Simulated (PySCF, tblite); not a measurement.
Dissociation curve of CH, doublet.

Levels: GFN2-xTB, 300 K electronic temperature (tblite); UCCSD(T) = CCSD(T) on UHF/cc-pVTZ, 1 core orbital frozen (PySCF 2.14.0).

Energies relative to the lowest point of each curve near equilibrium, in kJ/mol; the last columns give the difference from UCCSD(T):

```
R / Å  GFN2-xTB  UCCSD(T)  GFN2-xTB − UCCSD(T)
-----  --------  --------  -------------------
0.89      107.2     118.5                -11.3
0.95       49.0      57.0                 -8.0
1.01       16.7      21.3                 -4.6
1.05        5.5       8.2                 -2.6
1.09        0.4       1.5                 -1.1
1.13        0.0       0.0                  0.0
1.15        1.2       0.8                  0.4
1.20        7.6       6.7                  0.9
1.24       15.4      14.4                  1.0
1.29       27.6      26.8                  0.7
1.38       54.4      54.4                  0.0
1.53      106.3     106.5                 -0.2
```

GFN2-xTB is furthest from UCCSD(T) at 0.89 (-11.3 kJ/mol, below); its mean absolute difference over the points is 2.6 kJ/mol.

The scan ran from 0.89 to 4.54 Å; beyond the distances shown one of the unrestricted levels run for this scan, shown here or not, changes its spin distribution in one step. The unrestricted determinant behind UCCSD(T) is spin-contaminated at 0.89 to 1.53 Å (<S²> up to 1.2, against 0.75 for a pure doublet).
